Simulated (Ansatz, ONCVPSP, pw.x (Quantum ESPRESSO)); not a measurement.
**Equation-of-state test of one ONCV potential (Ti (Z = 22))**

| Item | Value |
| --- | --- |
| Element | titanium |
| Generator | ONCVPSP 4.0.1.1 (patched build) |
| Type | optimised norm-conserving Vanderbilt (ONCV) |
| Functional | PBEsol |
| Relativity | scalar-relativistic |
| Frozen core | [Ne] |
| Valence charge | 12 |
| Reference configuration | 3s2 3p6 3d2 4s1.5 4p0.5 |
| Partial waves | 3s+4s: rc 1.60 bohr, ncon 4, nbas 8, qcut 9.9 1/bohr, 2 projectors; 3p+4p: rc 1.50 bohr, ncon 4, nbas 8, qcut 10.1 1/bohr, 2 projectors; 3d: rc 2.20 bohr, ncon 3, nbas 7, qcut 8.1 1/bohr, 2 projectors, debl 3.1 Ha; f scattering state at 0.25 Ha: rc 2.10 bohr, ncon 5, nbas 8, qcut 5.9 1/bohr, 2 projectors, debl 1.4 Ha |
| Local potential | polynomial inside 1.10 bohr (lpopt 5, dvloc0 2 Ha) |
| Core correction | Teter function, fcfact 4.75, rcfact 1.55 |

Atomic tests: cutoffs needed: 26 Ha and 32 Ha (the cutoffs (Ha) at which the residual kinetic energy of the hardest occupied pseudo-wave falls to 1 and 0.1 mHa per electron); ghost test: no bound ghost flagged; no localised positive-energy state flagged; largest excitation error: +0.6 meV (all-electron minus pseudo) for 3s2 3p6 3d2 4s0 4p0, out of 4 test configurations.

Crystal test: fcc Ti in pw.x 7.5, no spin, 14³ k-points, Fermi–Dirac smearing 0.01 Ry, cutoffs 75/300 Ry. The reference is all-electron LAPW (Ansatz 0.2.0) with the same functional, mesh and smearing; V0 and B0 come from Birch–Murnaghan fits to the pressures at five volumes. Errors are pseudo minus all-electron; Δ is the rms difference of the E(V) curves that follow from these fits, minima aligned, over ±6 % about the mean V0. Mesh and smearing are coarse, so the numbers serve the comparison and aren't converged zero-temperature values; the lattice is a test structure that the element need not adopt.

All-electron: a0 = 4.062 Å (V0 = 16.76 Å³/atom), B0 = 113.1 GPa.

Problem. How far does the potential miss the all-electron equation of state?

Solution. mean pressure error (GPa): +0.30; a0 (Å): 4.066; a0 error (%): +0.09; B0 error (%): -0.5; Δ (meV/atom): 1.1.

| V (Å³/atom) | P all-electron (GPa) | P pseudo (GPa) |
| --- | --- | --- |
| 16.001 | 5.66 | 5.98 |
| 16.422 | 2.38 | 2.70 |
| 16.843 | -0.56 | -0.25 |
| 17.264 | -3.19 | -2.90 |
| 17.685 | -5.55 | -5.27 |

Problem. At the middle volume, how do free energy and pressure move when the wave cutoff is lowered (ecutrho kept at four times it)?

Solution.

```csv
cutoff (Ry),shift of F (meV/atom),shift of P (GPa)
34,+2355.3,-94.17
45,+286.6,-15.87
60,+13.8,-1.06
```

The run at the middle volume (104 k-points, 8 iterations) took about 40 s on one core of a shared host (Neoverse-N1, 64 threads, 124 GiB, load 50).
